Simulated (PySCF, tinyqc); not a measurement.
Inside a calculation. Method: harmonic frequencies on the RHF/sto-3g surface (energies and gradients from PySCF), for CH2, spin multiplicity 1. The lowest restricted solution is unstable here: a spin-polarised one lies 0.0253 hartree lower (PySCF). One step of it, computed by the program tinyqc.

Task: One row of the Hessian: 2Hy. Displace 2Hy by +/-0.01 bohr; H(k, :) = (g(+) - g(-)) / (2 delta).

optimised positions (bohr):
```
            x          y          z
1C  -0.098891  -0.026111  -0.287677
2H   0.026207   1.633561   1.027272
3H   0.044338  -1.626347   1.097219
```

gradient at +delta (hartree/bohr):
```
              x            y            z
1C  -0.00012484  -0.00261289  -0.00134476
2H   0.00015932   0.00292676   0.00170212
3H  -0.00003448  -0.00031387  -0.00035736
```

gradient at -delta (hartree/bohr):
```
              x            y            z
1C   0.00013124   0.00264137   0.00141100
2H  -0.00016448  -0.00296761  -0.00175647
3H   0.00003324   0.00032625   0.00034547
```

Give: row of the Hessian.

Result:

row of the Hessian (hartree/bohr^2): 1Cx -0.012804, 1Cy -0.262713, 1Cz -0.137788, 2Hx 0.016190, 2Hy 0.294719, 2Hz 0.172930, 3Hx -0.003386, 3Hy -0.032006, 3Hz -0.035142
